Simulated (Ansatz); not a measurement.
Relaxation of C$_{2}$H$_{4}$NO (8 atoms, charge -1, multiplicity 1), to a largest force component of 0.015 eV/Å in at most 40 steps.

These are results of Ansatz 0.2.0, RKS B3LYP-D4/6-31G, not measurements.

```xyz
8
Properties=species:S:1:pos:R:3
C 0.122 0.933 -0.461
O 0.061 -0.405 -0.746
C 0.230 -0.703 -2.336
N 0.385 0.119 -3.174
H 0.265 1.499 -1.396
H 0.957 1.172 0.222
H -0.802 1.293 0.027
H 0.150 -1.807 -2.272
```

Where does it end, and by what steps?

The forces met the threshold. Limits of this set-up: no polarisation functions, an anion without diffuse functions, the dipole of an ion depends on the origin. After 6 steps the energy has fallen by 0.142 eV; N4 moved furthest, 0.06 Å.

| step | energy less start (eV) | largest force component (eV/Å) | accepted |
| --- | --- | --- | --- |
| 0 | 0.0000 | 2.960 | yes |
| 1 | -0.1275 | 0.742 | yes |
| 2 | -0.1182 | 0.688 | no |
| 3 | -0.1415 | 0.098 | yes |
| 4 | -0.1421 | 0.030 | yes |
| 5 | -0.1421 | 0.032 | no |
| 6 | -0.1421 | 0.005 | yes |

```xyz
8
Properties=species:S:1:pos:R:3
C 0.121 0.948 -0.435
O 0.060 -0.443 -0.717
C 0.232 -0.726 -2.367
N 0.389 0.114 -3.237
H 0.267 1.503 -1.383
H 0.959 1.204 0.246
H -0.809 1.321 0.043
H 0.149 -1.818 -2.287
```

Time of the run: 23 s on 1 thread of Arm Neoverse N1, on a shared host, peak memory 0.12 GiB.
